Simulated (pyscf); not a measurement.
Structures and frequencies: ωB97X-D3(BJ)/def2-SVP in PySCF.

Task: PBE/def2-TZVP puts the barrier of `[CH3][BH][CH3]` + `[H][H]` → `[BH2][CH3]` + `[CH4]` (four-centre exchange; singlet surface; B–C, H–H broken, B–H, C–H formed) at 13.7 kcal/mol and the reaction energy at -3.1 kcal/mol, from the separated reactants. What do PBE0-D3(BJ)/def2-TZVP, M06-2X/def2-TZVP, ωB97M-D3(BJ)/def2-TZVP give on the same structures?

Result: PBE0-D3(BJ): ΔE‡ = 15.2 kcal/mol, ΔE = -3.2 kcal/mol; M06-2X: ΔE‡ = 21.2 kcal/mol, ΔE = -3.3 kcal/mol; ωB97M-D3(BJ): ΔE‡ = 20.1 kcal/mol, ΔE = -3.8 kcal/mol. PBE's barrier lies under all of them, by 1.5 to 7.5 kcal/mol. Its reaction energy matches one of them and lies within 0.7 kcal/mol of the others. At the saddle there is also a short B–H contact that neither side keeps. One saddle was located; it need not be the lowest between these sides.
